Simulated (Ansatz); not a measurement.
# AlH$_{2}$⁺, triplet along the angle H2-Al1-H3

Starting geometry (PBE0/def2-TZVP stationary point for this spin, not checked as a minimum):

```xyz
3

Al    0.0000    0.0000   -0.1021
H     0.0000    0.8996    1.3665
H     0.0000   -0.8996    1.3665
```

From there the angle named below is changed in its plane at fixed bond lengths, both arms turning rigidly about the middle atom; atoms are numbered as listed. Energies are in kcal/mol, counted from the starting geometry at the same level. Kohn–Sham curves are unrestricted where that lies lower.

Basis aug-cc-pVTZ; Ansatz 0.2.0. Only valence electrons are correlated (noble-gas cores frozen).

Full CI is exact within this basis and frozen core; it isn't the basis-set limit.

```tsv
angle H2-Al1-H3 (°)	full CI	SPW92	PBE	r2SCAN	PBE0	B3LYP	r2SCANh	wB97M-V	B2PLYP	RPA-PBE
63.0	0.0	0.0	0.0	0.0	0.0	0.0	0.0	0.0	0.0	0.0
70.5	0.6	0.6	0.4	0.5	0.5	0.2	0.5	0.7	0.3	0.3
86.6	4.1	4.0	3.5	3.9	3.9	3.2	3.9	4.5	3.6	3.0
105.7	10.9	10.3	9.6	10.4	10.5	9.4	10.5	11.4	10.4	8.9
119.8	17.1	16.2	15.3	16.4	16.5	15.3	16.6	17.7	16.6	14.6
140.2	27.7	26.1	25.1	26.8	26.8	25.4	27.1	28.0	27.1	24.6
155.2	36.5	34.5	33.3	35.5	35.3	33.8	35.8	36.1	35.7	33.0
180.0	48.7	45.9	44.8	49.3	47.3	44.5	49.4	45.0	46.4	41.9
```
